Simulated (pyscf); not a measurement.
One four-centre exchange on the singlet surface with elements of a group swapped. ωB97M-D3(BJ)/def2-TZVP, eV, from the separated reactants. Structures and frequencies: ωB97X-D3(BJ)/def2-SVP in PySCF.

```json
[
 {"step": "`[OH][SiH3]` + `[F][BH][F]` -> `[OH][B]([F])[F]` + `[SiH4]`", "barrier": "0.57", "reaction energy": "-0.49", "imaginary mode (i cm⁻¹)": "330"},
 {"step": "`[OH][SiH3]` + `[Cl][BH][Cl]` → `[OH][B]([Cl])[Cl]` + `[SiH4]`", "barrier": "(withheld)", "reaction energy": "(withheld)", "imaginary mode (i cm⁻¹)": "262"}
]
```

Q: Some entries are withheld; supply them.

A: 
- `[OH][SiH3]` + `[Cl][BH][Cl]` → `[OH][B]([Cl])[Cl]` + `[SiH4]`, barrier: 0.43
- `[OH][SiH3]` + `[Cl][BH][Cl]` → `[OH][B]([Cl])[Cl]` + `[SiH4]`, reaction energy: -0.53

Row 1: On the reactant side the descent ends in an adduct with a B–O contact, 0.26 eV under the separated species and 0.80 eV under the saddle at ωB97X-D3(BJ)/def2-TZVP. Row 2: On the reactant side the descent ends in an adduct with a B–O contact, 0.47 eV under the separated species and 0.84 eV under the saddle at ωB97X-D3(BJ)/def2-TZVP. Each row is the saddle that its search found.
